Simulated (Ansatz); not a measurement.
System: 1T (CdI2-type) HfTe2 (structure not from a measured cell). Method: PBEsol in Ansatz (plane waves, PAW).

Rigid layers of the crystal as relaxed at this level are moved apart or together:

| run | k mesh | layer repeat (Å) | energy against free layers (meV/Å²) | gap on the mesh (eV) |
|---|---|---|---|---|
| 1 | 12×12×6 | 6.35 | -7.45 | 0.000 |
| 2 | 12×12×6 | 6.5 | -9.26 | 0.000 |
| 3 | 12×12×6 | 6.65 | -9.56 | 0.000 |
| 4 | 12×12×6 | 6.85 | -8.82 | 0.000 |
| 5 | 12×12×6 | 7.15 | -6.87 | 0.000 |
| 6 | 12×12×6 | 7.65 | -3.55 | 0.000 |
| 7 | 12×12×4 | 8.65 | -0.66 | 0.000 |
| 8 | 12×12×4 | 10.65 | -0.04 | 0.000 |

The lowest energy of these points lies at a layer repeat of 6.65 Å.

Spin–orbit coupling is not included.

Note: the cell comes from a level without a dispersion term, which matters for the spacing of layers, chains or molecules.

Ansatz is an electronic-structure program.
